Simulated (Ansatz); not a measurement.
SrHfN2 (R-3m, No. 166; cell taken from a computed entry), treated with LDA (PAW; Ansatz, an electronic-structure program).

Settings: plane-wave cutoff 520 eV, 12×12×12 k mesh, Fermi–Dirac smearing 0.01 eV, scalar-relativistic PAW data made under PBE.

Cell (relaxed with PBEsol):

```yaml
crystal:
  lattice:
    - [1.65982, 0.95830, 5.86088]
    - [-1.65982, 0.95830, 5.86088]
    - [0.00000, -1.91660, 5.86088]
  atoms:
    - { symbol: Sr, position: [0.00000, 0.00000, 0.00000] }
    - { symbol: Hf, position: [0.50000, 0.50000, 0.50000] }
    - { symbol: N, position: [0.23313, 0.23313, 0.23313] }
    - { symbol: N, position: [0.76687, 0.76687, 0.76687] }
```

Problem. Predict the band gap, smallest direct gap on the k points sampled and direct gap at Γ.

Solution. 
- band gap = 0.14 eV
- smallest direct gap on the k points sampled = 0.70 eV
- direct gap at Γ = 2.30 eV

Note: cell and atoms aren't relaxed at this level (largest force component 0.12 eV/Å, pressure -4.5 GPa).

Spin–orbit coupling is not included; it can close the smallest gap of 0.14 eV.

The computed numbers hold no vibrational or temperature effects.
